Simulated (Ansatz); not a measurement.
**Relaxing ScTa**

All numbers below come from DFT PBE, scalar-relativistic, plane waves, PAW in Ansatz 0.2.0. Cutoff 420 eV, Γ-centred k mesh, Gaussian smearing, no spin polarisation in the final step.

The start puts ScTa on the AuCd (B19) structure type (Pmma, No. 51), with Sc in place of Cd, Ta in place of Au, at a guessed volume.

```yaml
crystal:
  lattice:
    - [4.74577, 0.00000, 0.00000]
    - [0.00000, 3.14058, 0.00000]
    - [0.00000, 0.00000, 4.84547]
  atoms:
    - { symbol: Sc, position: [0.75000, 0.00000, 0.68700] }
    - { symbol: Sc, position: [0.25000, 0.00000, 0.31300] }
    - { symbol: Ta, position: [0.75000, 0.50000, 0.18800] }
    - { symbol: Ta, position: [0.25000, 0.50000, 0.81200] }
```

Steps on the 4×6×4 mesh (4 atoms). 7 of 7 steps are shown, and the free energy counts from the last. Trial steps that were taken back and renewals of the plane-wave basis can be among the rows.

```
step  ΔF (meV/atom) V (Å³/atom) P (GPa) largest force component (eV/Å)
   1          242.1        18.05    15.89                           1.328
   2           84.6        19.98     2.76                           0.436
   3           36.3        20.16     2.60                           0.387
   4            2.5        20.44     0.49                           0.107
   5            3.3        20.52     0.03                           0.118
   6            1.5        20.54    -0.03                           0.015
   7            0.0        20.54     0.03                           0.014
```

A final relaxation ran on a 10×16×8 mesh. The relaxed crystal, Pmma (No. 51):

```
Sc Ta
1.0
     4.91864    0.00000    0.00000
     0.00000    2.98015    0.00000
     0.00000    0.00000    5.60751
Sc Ta
2 2
Direct
  0.75000 0.00000 0.65047
  0.25000 0.00000 0.34953
  0.75000 0.50000 0.12550
  0.25000 0.50000 0.87450
```

```json
{"Volume per atom": "20.55 Å³", "Density": "9.13 g/cm³", "Energy over the elements": "0.16 eV/atom", "Gap on the 10×16×8 mesh": "0 eV (a metal)"}
```

The zero of energy is the elements' standard structures at the same level; no fitted shifts are applied.

The final run used a 10×16×8 mesh on its 4-atom cell and 0.10 eV smearing. The k mesh leaves about 4 meV/atom of noise in metals. Spin–orbit coupling is left out.

A structure relaxed within its symmetry needn't be a true minimum.

Cost: 3 runs of about 2.6 core-minutes in all, on Arm Neoverse V2 (shared hosts).